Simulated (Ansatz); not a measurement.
# HNOSi (SMILES N#[Si]O): a rigid scan of the bond length N1–Si2

Aim: the energy along the bond length N1–Si2, from CCSD(T) and from cheaper methods, relative to the minimum. No other atom is relaxed.

Computed with Ansatz 0.2.0, Gaussian basis. Level: single points in def2-TZVPP.

Levels: PBE-D4, r2SCAN-D4, PBE0-D4, B3LYP-D4, wB97M-V, Hartree-Fock, MP2, CCSD, CCSD(T). The scan takes 1.278, 1.344, 1.440, 1.552, 1.677, 1.811, 1.953, 2.103, 2.260 Å.

Cores are frozen in the correlated methods. B3LYP uses VWN-RPA correlation.

19 further runs of the same task are left out: 19 set aside as unsound or not needed.

### 1 Starting geometry

The minimum, relaxed at PBE0-D4: 4 atoms, charge 0, spin multiplicity 1.

Atoms are counted from 1 here; the program's logs count them from 0.

Bond lengths: N1–Si2 1.558 Å, Si2–O3 1.616 Å, O3–H4 0.962 Å. Angles: N1–Si2–O3 178.9°, Si2–O3–H4 120.8°.

Coordinates:

```xyz
4
charge 0, multiplicity 1
N    -1.9584    0.6292    0.4806
Si   -0.4964    0.1364    0.2609
O     1.0222   -0.3807    0.0642
H     1.4327   -0.3850   -0.8056
```

Energies of the minimum (eV), from earlier single points: PBE-D4 -11422.67737, r2SCAN-D4 -11427.70115, PBE0-D4 -11422.80529, B3LYP-D4 -11430.76315, wB97M-V -11428.58743, CCSD(T) -11411.94733.

At the minimum the bond length N1–Si2 is 1.558 Å.

### 2 N1–Si2 = 1.278 Å

File ccsdt-tzvpp/in.yaml:

```yaml
crystal:
  periodic: [false, false, false]
  atoms:
    - {symbol: N, position_ang: [-1.958422, 0.629237, 0.480590]}
    - {symbol: Si, position_ang: [-0.759473, 0.225079, 0.300414]}
    - {symbol: O, position_ang: [0.759086, -0.292003, 0.103725]}
    - {symbol: H, position_ang: [1.169593, -0.296270, -0.766115]}
basis:
  gaussian: {orbitals: def2-TZVPP}
correlation: {method: ccsd_t}
```

No record of the launch command was kept for these runs.

Further steps of the session: N1–Si2 = 1.344 Å; N1–Si2 = 1.440 Å; N1–Si2 = 1.552 Å; N1–Si2 = 1.677 Å; N1–Si2 = 1.811 Å; N1–Si2 = 1.953 Å; N1–Si2 = 2.103 Å; N1–Si2 = 2.260 Å.

**Question.** What will these runs give? Wanted: highest point, CCSD(T); lowest point, CCSD(T); minimum along the scan, CCSD(T); RMS deviation from CCSD(T); largest T1 diagnostic.

The runs gave:

| quantity | value |
| --- | --- |
| highest point, CCSD(T) | 89.9 kcal/mol at 1.278 Å |
| lowest point, CCSD(T) | 0.0 kcal/mol at 1.558 Å |
| minimum along the scan, CCSD(T) | 1.582 Å |
| curvature there | 44.8 eV/Å² |
| RMS deviation from CCSD(T) | PBE-D4 3.1, r2SCAN-D4 7.0, PBE0-D4 8.5, B3LYP-D4 6.2, wB97M-V 8.4, Hartree-Fock 11.7, MP2 16.9, CCSD 4.4 kcal/mol |
| largest T1 diagnostic | 0.085 |

A polynomial through the near points puts the CCSD(T) minimum 0.024 Å above the PBE0-D4 value. It is steeper on the short side than on the long one. Curvature against CCSD(T): PBE-D4 +5 %, Hartree-Fock +37 %. The curve of PBE-D4 lies nearest to CCSD(T), that of MP2 farthest. The T1 diagnostic is large here, over the usual mark for main-group molecules (transition-metal compounds often pass it harmlessly), so CCSD(T) itself may be off. The restricted Hartree–Fock reference is unstable towards an unrestricted one at one or more of these structures.
